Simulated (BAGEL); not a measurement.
# HF/STO-3G (density fitting with qzvpp-jkfit) run of C2H4FNO (SMILES N/C=C(\O)F)

Aim: the vertical singlet–triplet gap of C2H4FNO at HF/STO-3G (density fitting with qzvpp-jkfit), from 2 runs. 

The results are computed with BAGEL 1.2.2.

2 further runs of the same task are left out: 2 that didn't finish.

### 1 Starting point

C2H4FNO: 9 atoms, total charge 0, spin state singlet. SMILES: `N/C=C(\O)F`. Geometry: relaxed at PBE0-D4/def2-TZVP. This is one conformer, not always the lowest.

Bond lengths: N1–C2 1.399 Å, C2–C3 1.324 Å, C3–O4 1.346 Å, C3–F5 1.343 Å, N1–H6 1.010 Å, N1–H7 1.010 Å, C2–H8 1.082 Å, O4–H9 0.964 Å. Angles: N1–C2–C3 124.3°, C2–C3–O4 124.9°, C2–C3–F5 121.7°, O4–C3–F5 113.4°, N1–C2–H8 117.2°, C3–C2–H8 118.4°, C2–N1–H6 112.2°, C2–N1–H7 112.7°, C3–O4–H9 109.7°, H6–N1–H7 109.8°.

### 2 The energy at HF/STO-3G (density fitting with qzvpp-jkfit)

The input, input.json:

```json
{ "bagel" : [

{
  "title" : "molecule",
  "basis" : "sto-3g",
  "df_basis" : "qzvpp-jkfit",
  "angstrom" : "true",
  "geometry" : [
    { "atom" : "N", "xyz" : [      -0.396100,       0.066200,      -1.453200 ] },
    { "atom" : "C", "xyz" : [       0.563000,      -0.187600,      -0.466800 ] },
    { "atom" : "C", "xyz" : [       0.329700,      -0.119000,       0.835000 ] },
    { "atom" : "O", "xyz" : [      -0.795100,       0.366700,       1.391400 ] },
    { "atom" : "F", "xyz" : [       1.243900,      -0.510700,       1.737600 ] },
    { "atom" : "H", "xyz" : [      -1.222100,       0.510100,      -1.077100 ] },
    { "atom" : "H", "xyz" : [      -0.032200,       0.614300,      -2.219200 ] },
    { "atom" : "H", "xyz" : [       1.536700,      -0.521700,      -0.798800 ] },
    { "atom" : "H", "xyz" : [      -1.139400,      -0.264700,       2.033900 ] }
  ]
},

{ "title" : "hf" },

{ "title" : "print", "file" : "orbitals.molden", "orbitals" : "true" }

]}
```

Launch:

```
BAGEL_NUM_THREADS=1 BAGEL input.json > input.out
```

Standard output:

```text
* using 1 threads per process

  ===============================================================
  ===============================================================

  *** Geometry ***

  { "atom" : "N", "xyz" : [     -0.748521,      0.125100,     -2.746150 ] },
  { "atom" : "C", "xyz" : [      1.063916,     -0.354513,     -0.882124 ] },
  { "atom" : "C", "xyz" : [      0.623043,     -0.224877,      1.577921 ] },
  { "atom" : "O", "xyz" : [     -1.502521,      0.692963,      2.629365 ] },
  { "atom" : "F", "xyz" : [      2.350630,     -0.965083,      3.283588 ] },
  { "atom" : "H", "xyz" : [     -2.309434,      0.963949,     -2.035424 ] },
  { "atom" : "H", "xyz" : [     -0.060849,      1.160859,     -4.193680 ] },
  { "atom" : "H", "xyz" : [      2.903942,     -0.985870,     -1.509513 ] },
  { "atom" : "H", "xyz" : [     -2.153154,     -0.500211,      3.843514 ] },

  Number of auxiliary basis functions:      453

  Since a DF basis is specified, we compute 2- and 3-index integrals:
    o Being stored without compression. Storage requirement is 0.003 GB

  Number of basis functions:       29
  Number of electrons      :       40

    * METHOD: MOLECULE                             0.12

  *** RHF ***

  === Nuclear Repulsion ===
   177.5582969346

      * DIIS with orbital gradients will be used.

  === RHF iteration (sto-3g) ===
      0       -302.59819411          0.01832080           0.01
      1       -302.68050941          0.00563243           0.01
      2       -302.68839717          0.00135323           0.01
      3       -302.68923311          0.00043540           0.01
      4       -302.68930743          0.00010858           0.01
      5       -302.68931545          0.00002246           0.01
      6       -302.68931578          0.00000620           0.01
      7       -302.68931581          0.00000213           0.01
      8       -302.68931581          0.00000043           0.01
      9       -302.68931581          0.00000011           0.01
     10       -302.68931581          0.00000005           0.01
     11       -302.68931581          0.00000001           0.01
     12       -302.68931581          0.00000000           0.01
    * SCF iteration converged.

    * Permanent dipole moment:
           (    0.141310,    -0.128832,     0.015573) a.u.

    * METHOD: HF                                   0.23

    * METHOD: PRINT                                0.00

  ===============================================================
```

Run time: 0.5 s. Hardware: 1 thread of Arm Neoverse V2, shared host; peak memory 0.081 GiB.

### 3 The triplet, same level

The input, hf.json:

```json
{ "bagel": [

{
  "title": "molecule",
  "basis": "sto-3g",
  "df_basis": "qzvpp-jkfit",
  "angstrom": true,
  "geometry": [
    { "atom": "N", "xyz": [   -0.396100,    0.066200,   -1.453200 ] },
    { "atom": "C", "xyz": [    0.563000,   -0.187600,   -0.466800 ] },
    { "atom": "C", "xyz": [    0.329700,   -0.119000,    0.835000 ] },
    { "atom": "O", "xyz": [   -0.795100,    0.366700,    1.391400 ] },
    { "atom": "F", "xyz": [    1.243900,   -0.510700,    1.737600 ] },
    { "atom": "H", "xyz": [   -1.222100,    0.510100,   -1.077100 ] },
    { "atom": "H", "xyz": [   -0.032200,    0.614300,   -2.219200 ] },
    { "atom": "H", "xyz": [    1.536700,   -0.521700,   -0.798800 ] },
    { "atom": "H", "xyz": [   -1.139400,   -0.264700,    2.033900 ] }
  ]
},
{ "title": "uhf", "nopen": 2 },
{ "title": "print", "file": "orbitals.molden", "orbitals": true }

]}
```

Launch:

```
BAGEL_NUM_THREADS=1 BAGEL hf.json > hf.out
```

Standard output:

```text
* using 1 threads per process

  ===============================================================
  ===============================================================

  *** Geometry ***

  { "atom" : "N", "xyz" : [     -0.748521,      0.125100,     -2.746150 ] },
  { "atom" : "C", "xyz" : [      1.063916,     -0.354513,     -0.882124 ] },
  { "atom" : "C", "xyz" : [      0.623043,     -0.224877,      1.577921 ] },
  { "atom" : "O", "xyz" : [     -1.502521,      0.692963,      2.629365 ] },
  { "atom" : "F", "xyz" : [      2.350630,     -0.965083,      3.283588 ] },
  { "atom" : "H", "xyz" : [     -2.309434,      0.963949,     -2.035424 ] },
  { "atom" : "H", "xyz" : [     -0.060849,      1.160859,     -4.193680 ] },
  { "atom" : "H", "xyz" : [      2.903942,     -0.985870,     -1.509513 ] },
  { "atom" : "H", "xyz" : [     -2.153154,     -0.500211,      3.843514 ] },

  Number of auxiliary basis functions:      453

  Since a DF basis is specified, we compute 2- and 3-index integrals:
    o Being stored without compression. Storage requirement is 0.003 GB

  Number of basis functions:       29
  Number of electrons      :       40

    * METHOD: MOLECULE                             0.12

  *** Open-shell HF ***

  === Nuclear Repulsion ===
   177.5582969346

      * DIIS with orbital gradients will be used.

  === UHF iteration (sto-3g) ===
      0       -302.47427675          0.02972251           0.03
      1       -302.54610465          0.00771138           0.02
      2       -302.55394187          0.00331025           0.02
      3       -302.55580762          0.00170575           0.02
      4       -302.55694789          0.00070040           0.02
      5       -302.55716606          0.00013523           0.03
      6       -302.55717550          0.00006485           0.03
      7       -302.55717775          0.00002957           0.02
      8       -302.55717845          0.00000599           0.03
      9       -302.55717849          0.00000218           0.03
     10       -302.55717850          0.00000095           0.02
     11       -302.55717850          0.00000037           0.03
     12       -302.55717850          0.00000011           0.02
     13       -302.55717850          0.00000004           0.02
     14       -302.55717850          0.00000002           0.02
     15       -302.55717850          0.00000001           0.02
    * SCF iteration converged.

    * S^2 (UHF) is 2.0155

    * Permanent dipole moment:
           (    0.186891,    -0.125525,     0.096768) a.u.

    * METHOD: UHF                                  0.46

    * METHOD: PRINT                                0.00

  ===============================================================
```

It took 0.74 s on 1 thread of Arm Neoverse V2, shared host; peak memory 0.081 GiB.

### 4 What came out

Level: HF/STO-3G (density fitting with qzvpp-jkfit).

| quantity | value |
| --- | --- |
| singlet: total energy | -302.68932 Eh |
| singlet: dipole moment | 0.49 D |
| singlet: HOMO energy | -6.21 eV |
| singlet: LUMO energy | 9.18 eV |
| singlet: HOMO–LUMO gap | 15.39 eV |
| triplet: total energy | -302.55718 Eh |
| triplet: dipole moment | 0.62 D |
| triplet: ⟨S²⟩ | 2.015 |
| vertical energy of the triplet above the singlet | 3.596 eV |

**Reading.** At this shape the triplet lies 3.60 eV (83 kcal/mol) above the singlet. In a minimal basis such a difference can be off by several eV, whatever the method.
